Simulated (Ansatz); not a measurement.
Two isomers of C2H5NO: A = `CC(N)=O`, B = `C/N=C/O`.

Program: Ansatz. Geometries: PBE0-D4/def2-TZVP. ΔE: electronic, gas phase. CBS: MP2 limit from def2 TZ/QZ plus the TZ coupled-cluster correction, frozen cores. Functionals use def2-TZVPP. B3LYP here is the variant with VWN-RPA as its local correlation; programs differ in this. Each species was taken in one conformer, which may not be the lowest.

Problem. Which isomer does CCSD(T)/CBS put lower? Give the gap. (An estimate is asked.)

Solution. Computed: A, by 22.2 kcal/mol.

Problem. Give E(B) − E(A) in kcal/mol with PBE-D4, B3LYP-D4, MP2/def2-TZVPP, CCSD/def2-TZVPP, HF/def2-TZVPP, BLYP-D4, CCSD(T)/def2-TZVPP. (Best estimate.)

Solution. Computed: PBE-D4 22.9, B3LYP-D4 23.1, MP2/def2-TZVPP 22.7, CCSD/def2-TZVPP 21.9, HF/def2-TZVPP 24.1, BLYP-D4 22.4, CCSD(T)/def2-TZVPP 21.6. None reverses the order clearly.

Problem. Does the order hold for the free energy at 298.15 K (harmonic terms from PBE0-D4)? (Best estimate.)

Solution. The calculation gave: Yes: G(B) − G(A) = +23.8 kcal/mol, for one conformer each. Modes under 60 cm⁻¹, often nearly free rotors, make the harmonic entropy too high.

Largest T1 diagnostic: 0.014.

From BLYP to BHLYP (50 % exact exchange), in def2-TZVPP and without D4, E(B) − E(A) moves by +1.6 kcal/mol. Leaving LDA and LC-ωPBE aside and taking each functional with its dispersion term where it has one, the values, not all of them listed here, spread over 2.1 kcal/mol, from BLYP-D4 to r2SCAN0-D4.
